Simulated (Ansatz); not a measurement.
in.yaml

```yaml
crystal:
  periodic: [false, false, false]
  atoms:
    - {symbol: N, position_ang: [0.000002, -0.305202, 1.208781]}
    - {symbol: Ga, position_ang: [-0.000020, -0.148364, -0.607989]}
    - {symbol: O, position_ang: [0.000006, -0.166513, -2.253636]}
    - {symbol: H, position_ang: [0.000012, 0.620079, 1.652845]}
basis:
  gaussian: {orbitals: "6-31G*"}
total_charge: 1
magnetization: {spin_polarized: false}
correlation: {method: mp2, electrons: valence}
output: {forces: true}
```

```sh
$ ansatz run in.yaml --threads 1 --pin off --events-out ev --progress --plain --max-ram 2393MiB
```

Output:

```
608 factors; integrals over basis functions are off by at most 7.3e-4 eV
mean field evaluation 1: about -55831.8882 eV, gradient 7.8e1 eV
mean field evaluation 2: about -55831.9170 eV, gradient 7.8e1 eV
mean field evaluation 4: about -55844.2280 eV, gradient 2.2e1 eV
mean field evaluation 8: about -55845.9190 eV, gradient 1.6e0 eV
mean field evaluation 16: about -55845.9441 eV, gradient 1.2e-2 eV
mean field evaluation 32: about -55845.9274 eV, gradient 5.0e-1 eV
mean field evaluation 64: about -55845.9429 eV, gradient 3.4e-1 eV
mean field -55845.94409700 eV, -2052.3005918244 hartree, gradient 9.9e-7 eV, S^2 0.000000; 4 other end points of the search recorded, 0 dependent functions left out; unrestricted orbitals would lower it
mean field evaluation 96: about -55850.7038 eV, gradient 1.2e0 eV
unrestricted determinant -55850.71325063 eV, -2052.4758549874 hartree, S^2 1.0367
11 core orbitals not correlated: weight in the atoms' cores, before any rotation towards them, 1.000 or more for the frozen orbitals, at most 0.000 for the correlated occupied ones
reference -55845.94409700 eV, -2052.3005918244 hartree; 12, 12 occupied and 44, 44 virtual orbitals, 608 factors
second order -16.73885957 eV of doubles, -0.00000000 eV of singles
the calculation of the forces begins
Total energy: -55862.68295658 eV, -2052.9157335677 hartree
Atom 0 at     0.000002    -0.305202     1.208781 Å, force    -0.000116     0.793049    -8.620092 eV/Å
Atom 1 at    -0.000020    -0.148364    -0.607989 Å, force     0.000080    -0.604928    12.966876 eV/Å
Atom 2 at     0.000006    -0.166513    -2.253636 Å, force     0.000044    -0.074345    -4.187943 eV/Å
Atom 3 at     0.000012     0.620079     1.652845 Å, force    -0.000009    -0.113776    -0.158841 eV/Å
Dipole moment:    -0.000018     0.441986    -1.206136 e Å
```

Forces (eV/Å):
```
N    0.000  0.793 -8.620
Ga   0.000 -0.605 12.967
O    0.000 -0.074 -4.188
H    0.000 -0.114 -0.159
```

Ran on 1 thread of Arm Neoverse N1, shared host: 9 s wall, 0.13 GiB peak host memory.
